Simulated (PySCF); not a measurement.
# H4S: the cost of one run

Method: levels as typed in each script, gas phase, geometry from start geometry of a pair search; program: PySCF 2.14.0.

## 1. The system as given

5 atoms, charge 0, spin multiplicity 1.

Bond lengths: S1–H2 1.327 Å, S1–H3 1.326 Å, H4–H5 0.778 Å. Angles: H2–S1–H3 92.3°.

As a file:

```csv
atom,x (Å),y (Å),z (Å)
S1,0.4567,0.0579,0.0112
H2,-0.8206,0.3674,-0.1714
H3,0.2094,-1.2426,-0.0711
H4,-3.3064,-0.4096,0.0761
H5,-3.3898,0.3586,-0.0129
```

## 2. Binding of the two fragments (HF/def2-svpd)

File input.py:

```python
import numpy as np
from pyscf import gto, scf, dft
from pyscf.scf import atom_ks, atom_hf
from scipy.linalg import block_diag
from pyscf.dispersion import dftd3

def solve(mol, dm0=None, hcore=None):
    mf = scf.UHF(mol) if mol.spin else scf.RHF(mol)
    mf = mf.density_fit(auxbasis='def2-universal-jkfit')
    mf.conv_tol, mf.max_cycle = 1e-8, 80
    if hcore is not None:
        mf.get_hcore = lambda *args: hcore
    mf.kernel(dm0)
    if not mf.converged:
        mf = mf.newton().run(mf.mo_coeff, mf.mo_occ, max_cycle=30)
    assert mf.converged, 'SCF not converged'
    return mf

mol = gto.M(atom='''
S      0.45671     0.05789     0.01121
H     -0.82063     0.36737    -0.17143
H      0.20943    -1.24264    -0.07114
H     -3.30641    -0.40957     0.07610
H     -3.38979     0.35859    -0.01295
''', basis='def2-svpd', charge=0, spin=0, verbose=4)
mol_a = gto.M(atom='''
S      0.45671     0.05789     0.01121
H     -0.82063     0.36737    -0.17143
H      0.20943    -1.24264    -0.07114
ghost-H     -3.30641    -0.40957     0.07610
ghost-H     -3.38979     0.35859    -0.01295
''', basis='def2-svpd', charge=0, spin=0, verbose=4)
mol_b = gto.M(atom='''
ghost-S      0.45671     0.05789     0.01121
ghost-H     -0.82063     0.36737    -0.17143
ghost-H      0.20943    -1.24264    -0.07114
H     -3.30641    -0.40957     0.07610
H     -3.38979     0.35859    -0.01295
''', basis='def2-svpd', charge=0, spin=0, verbose=4)
ab, a, b = solve(mol), solve(mol_a), solve(mol_b)
e_int = ab.e_tot - a.e_tot - b.e_tot
print('counterpoise-corrected interaction energy / kcal/mol', e_int * 627.5095)
def disp(atoms, charge):
    m = gto.M(atom=atoms, charge=charge, basis='sto-3g', spin=None, unit='Bohr', verbose=0)
    return dftd3.DFTD3Dispersion(m, xc='hf', version='d3bj').get_dispersion()['energy']
e_disp = disp(mol._atom, mol.charge) - disp(mol._atom[:3], mol_a.charge) - disp(mol._atom[3:], mol_b.charge)
print('D3(BJ) part / kcal/mol', e_disp * 627.5095)
# spherically averaged free atoms, for the promolecule
atm = scf.atom_hf.get_atm_nrhf(mol)
pro = block_diag(*[(atm[a[0]][2] * atm[a[0]][3]) @ atm[a[0]][2].T for a in mol._atom])
np.savez('result.npz', e_int=e_int, e_disp=e_disp, dm_a=a.make_rdm1(), dm_b=b.make_rdm1(), c=ab.mo_coeff, occ=ab.mo_occ, eps=ab.mo_energy, pro=pro, d=[f.dip_moment(verbose=0) for f in (ab, a, b)])
```

On the command line:

```
> OMP_NUM_THREADS=1 python input.py
```

**Question.** How long does this run take on 1 thread of Arm Neoverse V1, shared host, and how much memory does it need?

About 1.1 s, with a peak of 0.15 GiB.
